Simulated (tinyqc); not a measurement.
Orbital energy against energy difference: ionisation energy by orbital energies and by energy differences in the 6-31g* basis, for H2O, spin multiplicity 1. Computed by the program tinyqc with PySCF. Command: `OMP_NUM_THREADS=1 python tinyqc.py 112905 112906 out.jsonl`; one thread of a shared host (Intel(R) Xeon(R) Processor @ 2.60GHz), about 10 s.

Geometry (angstrom):

| atom | x | y | z |
|---|---|---|---|
| O | 0.0000 | 0.0000 | 0.0000 |
| H | 0.0000 | 0.7380 | 0.5430 |
| H | 0.0000 | -0.7380 | 0.5430 |

CCSD(T) difference in the same basis = 12.1632 eV

IP-EOM-CCSD = 11.9865 eV

The cation is unrestricted; errors are against CCSD(T) in this basis, not against experiment.

First vertical ionisation energy (eV):

| method | -e(HOMO) | E(cation) - E | error of -e(HOMO) | error of the difference |
|---|---|---|---|---|
| HF | 13.5985 | 11.008793 | 1.4353 | -1.1544 |
| LDA | 6.3523 | 12.861163 | -5.8108 | 0.6980 |
| PBE | 6.2582 | 12.511002 | -5.9050 | 0.3478 |
| B3LYP | 7.9845 | 12.555954 | -4.1787 | 0.3928 |
| PBE0 | 8.3572 | 12.439478 | -3.8060 | 0.2763 |
| CAM-B3LYP | 9.8804 | 12.552306 | -2.2827 | 0.3891 |
| LC-wPBE | 11.3475 | 12.600208 | -0.8157 | 0.4370 |

Koopmans errs by +1.44 eV and Delta-HF by -1.15 eV: relaxation, 2.59 eV, lowers the value and the missing correlation difference works against it. The PBE level is off by -5.9 eV through the wrong tail of its potential, though its energy difference is off by +0.35 eV; exact exchange deepens the level, and among the orbital energies LC-wPBE comes closest; among the differences PBE0 does.
